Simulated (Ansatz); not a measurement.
**BClH₄Si: vertical ionisation energy**

Aim: the vertical ionisation energy of BClH₄Si, as cation minus neutral at the neutral's geometry, on several levels, and how well −ε(HOMO) stands in for it.

The runs use Ansatz 0.2.0, Gaussian basis; unrestricted cation, the program's frozen cores in correlated methods.

Plan: UKS PBE-D4/def2-TZVPP; UKS r2SCAN-D4/def2-TZVPP; UKS PBE0-D4/def2-TZVPP; UKS B3LYP-D4/def2-TZVPP; UKS wB97X-V/def2-TZVPP; UKS wB97M-V/def2-TZVPP; UKS B2PLYP/def2-TZVPP; UHF-CCSD(T)/def2-TZVPP; UHF-CCSD(T)/def2-QZVPP; extrapolation to the limit; then −ε(HOMO) from the neutral's earlier runs with LDA (SPW92), PBE-D4, revPBE-D4, BLYP-D4, r2SCAN-D4, B97M-V, PBE0-D4, B3LYP-D4, r2SCANh-D4, r2SCAN0-D4, HSE06-D4, BHLYP-D4, CAM-B3LYP-D4, LC-ωPBE, ωB97X-V, ωB97M-V.

## 1. The geometry

All runs share one geometry, relaxed beforehand with PBE0-D4 in a triple-zeta def2 set.

SMILES `[SiH3]BCl`, 7 atoms, charge 0, spin multiplicity 1.

Atoms are counted from 1 here; the program's logs count them from 0.

Bond lengths: Si1–B2 2.016 Å, Si1–H4 1.491 Å, Si1–H5 1.486 Å, Si1–H6 1.490 Å, B2–Cl3 1.739 Å, B2–H7 1.194 Å. Angles: B2–Si1–H4 108.8°, B2–Si1–H5 113.0°, B2–Si1–H6 109.0°, H4–Si1–H5 109.1°, H4–Si1–H6 107.6°, H5–Si1–H6 109.2°, Si1–B2–Cl3 121.6°, Si1–B2–H7 122.6°, Cl3–B2–H7 115.8°.

Geometry (Å):

```mol
BClH4Si
  3D, bonds by distance, orders not assigned

  7  6  0  0  0  0  0  0  0  0999 V2000
   -0.6420    0.4920   -0.3118 Si  0  0
    0.7993   -0.6428    0.5250 B   0  0
    2.1196   -1.2753   -0.4135 Cl  0  0
   -1.9585   -0.1773   -0.1107 H   0  0
   -0.4301    0.7226   -1.7643 H   0  0
   -0.6926    1.8059    0.3897 H   0  0
    0.8045   -0.9252    1.6856 H   0  0
  1  2  8  0
  2  3  8  0
  1  4  8  0
  1  5  8  0
  1  6  8  0
  2  7  8  0
M  END
```

## 2. Cation, UKS PBE-D4/def2-TZVPP

Contents of in.yaml:

```yaml
crystal:
  periodic: [false, false, false]
  atoms:
    - {symbol: Si, position_ang: [-0.641994, 0.491964, -0.311789]}
    - {symbol: B, position_ang: [0.799280, -0.642761, 0.525041]}
    - {symbol: Cl, position_ang: [2.119562, -1.275327, -0.413521]}
    - {symbol: H, position_ang: [-1.958548, -0.177251, -0.110703]}
    - {symbol: H, position_ang: [-0.430134, 0.722643, -1.764348]}
    - {symbol: H, position_ang: [-0.692640, 1.805946, 0.389709]}
    - {symbol: H, position_ang: [0.804464, -0.925204, 1.685611]}
basis:
  gaussian: {orbitals: def2-TZVPP}
total_charge: 1
magnetization: {spin_polarized: true, initial_magnetization: 1}
hamiltonian: {xc: pbe, dispersion: d4}
```

Command:

```console
$ ansatz run in.yaml --threads 2 --pin off --events-out ev --progress --plain --max-ram 20480MiB --backend cpu
```

Further steps of the session: Cation, UKS r2SCAN-D4/def2-TZVPP; Cation, UKS PBE0-D4/def2-TZVPP; Cation, UKS B3LYP-D4/def2-TZVPP; Cation, UKS wB97X-V/def2-TZVPP; Cation, UKS wB97M-V/def2-TZVPP; Cation, UKS B2PLYP (frozen core)/def2-TZVPP; Cation, UHF-CCSD(T)/def2-TZVPP; Cation, UHF-CCSD(T)/def2-QZVPP.

**Question.** What will the summary of the whole plan be? Wanted: ionisation energy, CCSD(T)/CBS; nearest functional by difference; nearest −ε(HOMO); −ε(HOMO) of PBE; T1 of the cation.

As calculated:

| quantity | value |
| --- | --- |
| ionisation energy, CCSD(T)/CBS | 10.51 eV |
| nearest functional by difference | ωB97X-V (-0.13 eV) |
| nearest −ε(HOMO) | ωB97X-V (-0.16 eV) |
| −ε(HOMO) of PBE | 6.74 eV |
| T1 of the cation | 0.025 |

What this shows: Energy differences with functionals land within 0.63 eV of the reference. −ε(HOMO) of PBE misses by 3.8 eV, since self-interaction lifts the level. Among orbital estimates ωB97X-V comes nearest. Hartree-Fock falls 0.60 eV short, as the neutral has more correlation energy than the cation.
